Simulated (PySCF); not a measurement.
Species: formaldoxime, CH₃NO.
SMILES with atom numbers: `[CH2:1]=[N:2][OH:3]` (hydrogens: H4, H5 on C1; H6 on O3)

Geometry (GFN2-xTB, Å), atoms numbered from 1 in this order:
```xyz
6
CH3NO angstrom
C     -0.880   -0.123    0.109
N      0.268   -0.163    0.618
O      1.302    0.316   -0.174
H     -1.687   -0.494    0.716
H     -1.095    0.255   -0.887
H      2.095    0.211    0.370
```

Method used: TDDFT wB97X-D/def2-SVPD, vertical, gas phase, core orbitals frozen in the response in PySCF 2.14.0, density-fitted response routines.

Ground-to-excited transition dipoles (e·a0, same axes as the geometry; the sign carries no meaning), for the states with f of 0.002 or more among the lowest 8:

| state | E (hartree) | μx | μy | μz |
| --- | --- | --- | --- | --- |
| S2 | 0.2632 | -0.995 | -0.103 | -0.108 |
| S4 | 0.2830 | -0.429 | -0.076 | 0.031 |
| S5 | 0.3143 | 0.043 | -0.299 | -0.124 |
| S6 | 0.3238 | -0.289 | 0.056 | -0.236 |
| S7 | 0.3387 | 0.027 | -0.164 | -0.067 |
| S8 | 0.3496 | 0.697 | 0.200 | -0.233 |

Work out the oscillator strengths.

f = (2/3) ΔE |μ|² with ΔE in hartree (27.2114 eV).

```json
{"state": "S2", "|μ|² (au)": "1.012", "|μ| (D)": "2.56", "f": "0.178"}
{"state": "S4", "|μ|² (au)": "0.191", "|μ| (D)": "1.11", "f": "0.036"}
{"state": "S5", "|μ|² (au)": "0.107", "|μ| (D)": "0.83", "f": "0.022"}
{"state": "S6", "|μ|² (au)": "0.142", "|μ| (D)": "0.96", "f": "0.031"}
{"state": "S7", "|μ|² (au)": "0.032", "|μ| (D)": "0.45", "f": "0.007"}
{"state": "S8", "|μ|² (au)": "0.580", "|μ| (D)": "1.94", "f": "0.135"}
```

The point group is Cs. Which irreducible representation does each state belong to?

From a totally symmetric ground state, an allowed state transforms like the component of the dipole operator along its μ. Polarised normal to the mirror plane, so A″: S5 and S7. Polarised in the mirror plane, so A′: S2, S4, S6 and S8.

What angle do the transition dipoles of S5 and S8 make?

|cos θ| = |μa·μb| / (|μa| |μb|) = 0.00, so θ ≈ 90° (taken between 0 and 90°, since the signs are arbitrary).

How is the summed strength of these states shared among x, y and z?

(2/3) Σ ΔE μα² gives 0.340 for x, 0.038 for y and 0.031 for z, 0.409 in all.

What peak molar absorption coefficient would the strongest computed level give as a lone Gaussian band 0.3 eV wide at half height?

ε(max) = 2.175×10⁸ f / FWHM, with the width in cm⁻¹. S2: 2.175×10⁸ × 0.1776 / 2420 ≈ 16000 L mol⁻¹ cm⁻¹.

Time: 4.7 s wall. Hardware: one thread, x86-64 server (shared host).

One conformer stands for the species.
